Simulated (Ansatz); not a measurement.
**BC+ (singlet): RKS PBE0, RPA-PBE over a scan of the distance B1–C2, cc-pVDZ**

How well do these functionals follow the top wave-function level for BC+ (singlet) over a scan of the distance B1–C2?

Program: Ansatz 0.2.0, Gaussian basis. Level of theory: cc-pVDZ, all electrons in the functionals, frozen cores in the correlation of double hybrids and RPA. These are calculated values, not measurements.

The runs, in order: RKS PBE0, RPA-PBE, at 1.211 Å; 1.376 Å; 1.528 Å; 1.685 Å; 1.878 Å; 2.071 Å; 2.417 Å; 2.819 Å; 3.290 Å; 4.202 Å; 5.288 Å.

18 further runs of the same task are left out: 1 for a known fault of the program, 1 for a mislabelled method, 14 that didn't finish, 2 set aside as unsound or not needed.

### Step 1. What is computed

The geometry derives from a PBE0/def2-TZVP stationary point (not a proven minimum). One bond is set to the value named and the two fragments are kept rigid.

2 atoms, charge 1, spin multiplicity 1.

Atoms are counted from 1 here; the program's logs count them from 0.

Bond lengths: B1–C2 1.528 Å.

No dispersion term is added.

The geometry shown and the zero of energy belong to the point 1.528 Å. The yardstick, FCI, and other wave-function levels (R restricted, U unrestricted, valence and pair active spaces) come from earlier runs.

### Step 2. RKS PBE0, 1.211 Å

in.yaml reads:

```yaml
crystal:
  periodic: [false, false, false]
  atoms:
    - {symbol: B, position_ang: [0.000000, 0.000000, 0.000000]}
    - {symbol: C, position_ang: [0.000000, 0.000000, 1.211000]}
basis:
  gaussian: {orbitals: cc-pVDZ}
total_charge: 1
hamiltonian: {xc: {name: PBE0}}
```

Started as:

```console
$ ansatz run in.yaml --threads 1 --pin off --events-out ev --progress --plain --max-ram 2393MiB
```

The runs that follow: RKS PBE0, 1.376 Å; RKS PBE0, 1.528 Å; RKS PBE0, 1.685 Å; RKS PBE0, 1.878 Å; RKS PBE0, 2.071 Å; RKS PBE0, 2.417 Å; RKS PBE0, 2.819 Å; RKS PBE0, 3.290 Å; RKS PBE0, 4.202 Å; RKS PBE0, 5.288 Å; RPA-PBE, 1.211 Å; RPA-PBE, 1.376 Å; RPA-PBE, 1.528 Å; RPA-PBE, 1.685 Å; RPA-PBE, 1.878 Å; RPA-PBE, 2.071 Å; RPA-PBE, 2.417 Å; RPA-PBE, 2.819 Å; RPA-PBE, 3.290 Å; RPA-PBE, 4.202 Å; RPA-PBE, 5.288 Å.

Before running them: what should the planned runs give, taken together? Wanted: span of the FCI curve; largest miss, RKS PBE0.

**Answer**, as computed:

| quantity | value |
| --- | --- |
| span of the FCI curve | 2.774 eV |
| largest miss, RKS PBE0 | -0.273 eV (2.417 Å) |

**Reading.** RKS PBE0 strays by up to 0.273 eV, at 2.417 Å. Functionals and the yardstick converge differently with the basis, so part of each miss in cc-pVDZ is the basis.
